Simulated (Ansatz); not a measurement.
Ansatz (an electronic-structure program) input (CCSD(T)/aug-cc-pV(D+d)Z):
A basis named .json is the Basis Set Exchange file of that set.

Ansatz 0.2 input:
```yaml
crystal:
  periodic: [false, false, false]
  atoms:
    - {symbol: Si, position_ang: [0.00120404, 0.00180886, 1.38646730]}
    - {symbol: Si, position_ang: [-0.00120404, -0.00180886, -1.38646730]}
    - {symbol: H, position_ang: [0.00036886, 1.45904824, 1.58578438]}
    - {symbol: H, position_ang: [-1.25989583, -0.72729025, 1.58973123]}
    - {symbol: H, position_ang: [1.26366332, -0.72554387, 1.58753743]}
    - {symbol: H, position_ang: [-0.02742193, -1.45881578, -1.58576119]}
    - {symbol: H, position_ang: [-1.24993550, 0.74885627, -1.58757977]}
    - {symbol: H, position_ang: [1.27322108, 0.70374539, -1.58971209]}
basis:
  gaussian:
    orbitals: aug-cc-pV_D+d_Z.json
total_charge: 1
magnetization: {spin_polarized: true, initial_magnetization: 1}
correlation: {method: ccsd_t, electrons: outside_noble_gas}
output: {forces: true}
```

End of the output:

```
mean field evaluation 8: about -15810.8239 eV, gradient 1.9e-3 eV
mean field evaluation 16: about -15810.8239 eV, gradient 2.0e-6 eV
mean field -15810.82394512 eV, -581.0370630216 hartree, gradient 2.0e-6 eV, S^2 0.754993; 0 other end points of the search recorded, 0 dependent functions left out
10 core orbitals not correlated
reference -15810.82394512 eV, -581.0370630216 hartree; 7, 6 occupied and 101, 102 virtual orbitals, 1194 factors
densities: 1.86 GiB planned
second order -5.25900906 eV of doubles, -0.00000000 eV of singles
coupled cluster: 1.06 GiB planned
cycle   1  -6.29444360 eV  change    -1.0e0 eV  update   7.5e-2
cycle   2  -6.68071123 eV  change   -3.9e-1 eV  update   2.7e-2
cycle   3  -6.69074378 eV  change   -1.0e-2 eV  update   7.1e-3
cycle   4  -6.68990416 eV  change    8.4e-4 eV  update   2.5e-3
cycle   5  -6.68946139 eV  change    4.4e-4 eV  update   1.0e-3
cycle   6  -6.68939536 eV  change    6.6e-5 eV  update   3.0e-4
cycle   7  -6.68951912 eV  change   -1.2e-4 eV  update   9.5e-5
cycle   8  -6.68956085 eV  change   -4.2e-5 eV  update   2.9e-5
cycle   9  -6.68955286 eV  change    8.0e-6 eV  update   7.4e-6
cycle  10  -6.68955195 eV  change    9.1e-7 eV  update   2.3e-6
perturbative correction -0.14469445 eV, -0.0053174228 hartree
the calculation of the forces begins
Total energy: -15817.65819151 eV, -581.2882169442 hartree
Atom 0 at     0.001204     0.001809     1.386467 Å, force    -0.000127    -0.000191    -0.146629 eV/Å
Atom 1 at    -0.001204    -0.001809    -1.386467 Å, force     0.000127     0.000191     0.146629 eV/Å
Atom 2 at     0.000369     1.459048     1.585784 Å, force     0.000529     0.124242     0.007438 eV/Å
Atom 3 at    -1.259896    -0.727290     1.589731 Å, force    -0.107843    -0.061653     0.007775 eV/Å
Atom 4 at     1.263663    -0.725544     1.587537 Å, force     0.107333    -0.062559     0.007589 eV/Å
Atom 5 at    -0.027422    -1.458816    -1.585761 Å, force    -0.001618    -0.124232    -0.007437 eV/Å
Atom 6 at    -1.249936     0.748856    -1.587580 Å, force    -0.106780     0.063497    -0.007591 eV/Å
Atom 7 at     1.273221     0.703745    -1.589712 Å, force     0.108379     0.060705    -0.007774 eV/Å
Dipole moment:     0.000000    -0.000000     0.000000 e Å
```
